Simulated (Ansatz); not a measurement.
```yaml
crystal:
  periodic: [false, false, false]
  atoms:
    - {symbol: Se, position_ang: [-0.641395, -0.246953, -0.000953]}
    - {symbol: Mg, position_ang: [2.039267, 0.808324, 0.003032]}
    - {symbol: H, position_ang: [-1.053204, 1.151338, -0.001442]}
    - {symbol: H, position_ang: [2.124865, -1.297097, 0.002990]}
basis:
  gaussian: {orbitals: def2-TZVP}
magnetization: {spin_polarized: true, initial_magnetization: 2}
hamiltonian: {xc: pbe0}
relax: {f_tol: 0.004, max_steps: 80}
```

```sh
$ ansatz run in.yaml --threads 1 --pin off --events-out ev --progress --plain --max-ram 2176MiB
```

Steps of the relaxation (energy above the last step; positions in Å, forces in eV/Å):

```
4
step 1, 287.8 meV
Se   -0.641   -0.247   -0.001    0.863   -0.297    0.001
Mg    2.039    0.808    0.003   -0.581   -0.561   -0.001
H    -1.053    1.151   -0.001   -0.023    0.391    0.000
H     2.125   -1.297    0.003   -0.259    0.467    0.000
```

```
4
step 2, 77.1 meV
Se   -0.447   -0.253   -0.001   -0.119   -0.352    0.000
Mg    1.872    0.753    0.003    0.226    0.297    0.000
H    -0.958    1.133   -0.001    0.145    0.051    0.000
H     2.004   -1.217    0.003   -0.252    0.003    0.000
```

```
4
step 3, 9.4 meV
Se   -0.394   -0.334   -0.001    0.026   -0.012    0.000
Mg    1.895    0.835    0.003    0.019   -0.135    0.000
H    -0.849    1.077   -0.001    0.004   -0.020    0.000
H     1.818   -1.162    0.003   -0.049    0.167    0.000
```

```
4
step 4, 6.5 meV
Se   -0.373   -0.330   -0.001    0.002   -0.085    0.000
Mg    1.921    0.832    0.003    0.004   -0.111    0.000
H    -0.871    1.065   -0.001    0.013    0.050    0.000
H     1.793   -1.151    0.003   -0.019    0.147    0.000
```

```
4
step 7, 0.0 meV
Se   -0.383   -0.352   -0.001   -0.001    0.003    0.000
Mg    1.930    0.811    0.003   -0.001    0.000    0.000
H    -0.846    1.057   -0.001    0.001   -0.003    0.000
H     1.769   -1.100    0.002    0.000    0.000    0.000
```

Close pairs at the end: Se1–H3 1.483 Å, Mg2–H4 1.918 Å, Se1–Mg2 2.590 Å.

A stationary point of unrestricted PBE0 after 7 steps, with ⟨S²⟩ = 2.007 against 2.00 for a pure state; no frequencies were run, so it isn't proven a minimum. 46 s on 1 thread of Intel Xeon Platinum 8259CL, shared host.
